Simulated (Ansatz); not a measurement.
Reaction: C3H3F (1-fluoropropa-1,2-diene, SMILES C=C=CF) → C3H3 (SMILES [CH]=C=C, doublet) + F (doublet) (the C-F bond breaks)
Each species at its own B3LYP-D3(BJ)/def2-TZVP minimum (Ansatz, a quantum-chemistry and plane-wave program).

Quantity: bond dissociation energy (electronic), in kJ/mol. UHF or UKS for unpaired electrons; spin-orbit terms are left out. CBS(X,Y): correlation extrapolated as X^-3, Hartree-Fock from the larger set (Q,5: extrapolated as (X+1)exp(-9√X)). A bracket is a step between two methods taken in the basis named. The functionals are non-relativistic, so their misses hold any scalar relativity. Double hybrids freeze cores in their MP2 part. '+ core + X2C': CCSD(T) terms for core correlation (cc-pwCVTZ) and scalar relativity (cc-pVTZ-DK). The restricted determinant of C3H3F (C=C=CF, singlet) is unstable towards broken spin symmetry in at least one set run. The UHF reference of C3H3 ([CH]=C=C, doublet) is spin-contaminated (<S^2> up to 0.21 over the pure value in the sets run).

CCSD(T)/CBS(cc-pVQZ,cc-pV5Z) + [CCSDT(Q) - CCSD(T)]/cc-pVDZ + core + X2C (Ansatz) gives 423.6 kJ/mol.

What does PBE/def2-TZVPD (Ansatz) give here, and how do the other levels compare?

PBE gives 447.7 kJ/mol, 24.1 kJ/mol above it. Differences of the others: r2SCAN/def2-TZVPD (Ansatz) -13.1; B2PLYP/def2-TZVPD (Ansatz) -9.8; CCSD(T)/CBS(cc-pVQZ,cc-pV5Z) + core + X2C (Ansatz) 0.6 kJ/mol. Nearer than PBE: r2SCAN/def2-TZVPD, B2PLYP/def2-TZVPD, CCSD(T)/CBS(cc-pVQZ,cc-pV5Z) + core + X2C.
